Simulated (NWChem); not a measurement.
Species: F, doublet

Computed with NWChem. Spin-unrestricted. Medium grid unless said otherwise, to which SCAN and Minnesota functionals are sensitive. The open p shell is one determinant without spherical averaging. No stability test was run on the SCF state. B3LYP is NWChem's, with the RPA form of VWN correlation.

**Question.** Order these by “lowest empty minus highest occupied level, either spin (eV)”, lowest first: M06-L/def2-TZVP; PBE/def2-TZVP; BHandHLYP/def2-TZVP; CAM-B3LYP/def2-TZVP; B3LYP/def2-TZVP.

**Answer.** PBE/def2-TZVP (0.98), M06-L/def2-TZVP (2.75), B3LYP/def2-TZVP (4.75), CAM-B3LYP/def2-TZVP (8.57), BHandHLYP/def2-TZVP (10.51)
